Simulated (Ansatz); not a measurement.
One change: `NN[SiH3]` becomes `[AlH2][NH][SiH3]`.

Ansatz, PBE0-D4/def2-TZVP geometries, multiplicity 1. Each molecule was computed in one conformer, which needn't be the lowest.

```json
{"property": "HOMO–LUMO gap (B3LYP/def2-TZVPP) / eV", "`NN[SiH3]`": "6.92"}
{"property": "HOMO energy (ωB97M-V/def2-TZVPP) / eV", "`NN[SiH3]`": "-9.38"}
{"property": "LUMO energy (PBE/def2-TZVPP) / eV", "`NN[SiH3]`": "-0.46"}
{"property": "zero-point energy (PBE0-D4/def2-TZVP) / kJ/mol", "`NN[SiH3]`": "178.6"}
{"property": "HOMO energy (PBE/def2-TZVPP) / eV", "`NN[SiH3]`": "-5.62"}
{"property": "LUMO energy (B3LYP/def2-TZVPP) / eV", "`NN[SiH3]`": "0.12"}
```

**Question.** Give the same properties after the change, and the shifts. (Estimate.)

**Answer.** Ansatz gave: 
```tsv
property	`[AlH2][NH][SiH3]`	shift
HOMO–LUMO gap (B3LYP/def2-TZVPP) / eV	6.37	-0.55
HOMO energy (ωB97M-V/def2-TZVPP) / eV	-10.06	-0.68
LUMO energy (PBE/def2-TZVPP) / eV	-1.73	-1.27
zero-point energy (PBE0-D4/def2-TZVP) / kJ/mol	143.6	-35.0
HOMO energy (PBE/def2-TZVPP) / eV	-6.49	-0.87
LUMO energy (B3LYP/def2-TZVPP) / eV	-1.17	-1.29
```

With PBE0 the HOMO falls by 0.74 eV and the LUMO falls by 1.34 eV, so the gap narrows by about 0.60 eV. PBE moves the HOMO by -0.87 eV and ωB97M-V by -0.68 eV.

B3LYP here is the variant with VWN-RPA as its local correlation; programs differ in this.
